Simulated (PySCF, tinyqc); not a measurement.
Worked calculation (part 2 of 2): RHF in the sto-3g basis, for H2O, spin multiplicity 1. The lowest restricted solution is unstable here: a spin-polarised one lies 0.0008 hartree lower (PySCF). Computed by tinyqc, a small Python program that keeps every step (integrals from PySCF). Command: `OMP_NUM_THREADS=1 python tinyqc.py 30268 30269 out.jsonl` (the two numbers bound the seeds that draw the settings). One thread of a shared host (Intel(R) Xeon(R) Processor @ 2.60GHz), about 0.06 s of CPU time with the checks.

Geometry (angstrom):
```
atom         x          y         z
O     0.000000   0.000000  0.000000
H     0.000000   0.997000  0.810000
H     0.000000  -0.997000  0.810000
```

## Convergence

Stop when the energy changes by less than 1e-09 hartree and every element of the error matrix X^T (F D S - S D F) X is below 9e-06.

Course of the cycle:
```
iteration   E (hartree)     change  largest element of the error matrix
1          -61.08765833          -                             8.33e+00
2          -74.37743608  -1.33e+01                             5.21e-01
3          -74.78479706  -4.07e-01                             2.55e-01
4          -74.83847698  -5.37e-02                             5.38e-02
5          -74.84494523  -6.47e-03                             3.02e-02
6          -74.84711864  -2.17e-03                             7.80e-03
7          -74.84727061  -1.52e-04                             7.16e-04
8          -74.84727332  -2.72e-06                             2.95e-04
9          -74.84727380  -4.80e-07                             1.66e-04
10         -74.84727383  -3.32e-08                             3.13e-05
11         -74.84727384  -4.79e-09                             1.50e-05
12         -74.84727384  -8.49e-10                             8.06e-06
```

PySCF RHF in the same basis = -74.84727384 hartree

Converged in 12 iterations.

## Populations, bond orders and dipole

D after iteration 12, lower triangle:
```
            1O 1s      1O 2s     1O 2px     1O 2py    1O 2pz      2H 1s     3H 1s
1O 1s    2.113343
1O 2s   -0.481916   2.075309
1O 2px  -0.000002   0.000010   2.000000
1O 2py   0.000000  -0.000001   0.000014   0.774126
1O 2pz   0.092451  -0.470147   0.000015   0.000001  1.031721
2H 1s   -0.006155  -0.073163  -0.000023   0.572531  0.556777   0.741510
3H 1s   -0.006155  -0.073163  -0.000002  -0.572529  0.556780  -0.105355  0.741511
```

overlap S, lower triangle:
```
           1O 1s     1O 2s    1O 2px     1O 2py    1O 2pz     2H 1s     3H 1s
1O 1s   1.000000
1O 2s   0.236704  1.000000
1O 2px  0.000000  0.000000  1.000000
1O 2py  0.000000  0.000000  0.000000   1.000000
1O 2pz  0.000000  0.000000  0.000000   0.000000  1.000000
2H 1s   0.024919  0.288286  0.000000   0.210018  0.170627  1.000000
3H 1s   0.024919  0.288286  0.000000  -0.210018  0.170627  0.120395  1.000000
```

Mulliken: Z minus the diagonal of D S on the atom; Loewdin: the same with S^(1/2) D S^(1/2); Mayer order: 2 sum_s sum (D(s) S)_ij (D(s) S)_ji over the two atoms.

Charges (e):
```
atom   Mulliken    Loewdin
1O    -0.154352  -0.117831
2H     0.077177   0.058916
3H     0.077176   0.058915
```

Mayer bond orders:
```
pair     order
2-1   0.990129
3-1   0.990129
3-2   0.003915
```

dipole moment about the origin, x y z (debye): -0.000006  0.000004  1.292336
